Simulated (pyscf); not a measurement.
H₃Si–SH + H• → •H₂Si–SH + H₂ (hydrogen abstraction; doublet surface; H–Si broken, H–H formed). Structures and frequencies: ωB97X-D3(BJ)/def2-SVP in PySCF. Energies in kJ/mol from the separated reactants.

| level | barrier | reaction energy |
|---|---|---|
| ωB97X-D3(BJ)/def2-TZVP | 18.0 | -55.7 |
| PBE/def2-TZVP | [?] | [?] |
| r²SCAN/def2-TZVP | [?] | -74.5 |
| B3LYP-D3(BJ)/def2-TZVP | -1.3 | -73.4 |
| ωB97M-D3(BJ)/def2-TZVP | 18.0 | -56.1 |
| HF/def2-TZVP | 51.2 | -33.2 |

### Question
Fill in the missing entries.

### Answer

- PBE/def2-TZVP, barrier: -1.9
- PBE/def2-TZVP, reaction energy: -70.4
- r²SCAN/def2-TZVP, barrier: -6.1

At PBE, r²SCAN, B3LYP-D3(BJ) this geometry lies under the reactants; that is no barrier but a single point on another level's saddle; such a level's own saddle, if it has one, lies nearer that side and is low. One saddle was located; it need not be the lowest between these sides. The angle at the transferred H is 179°.
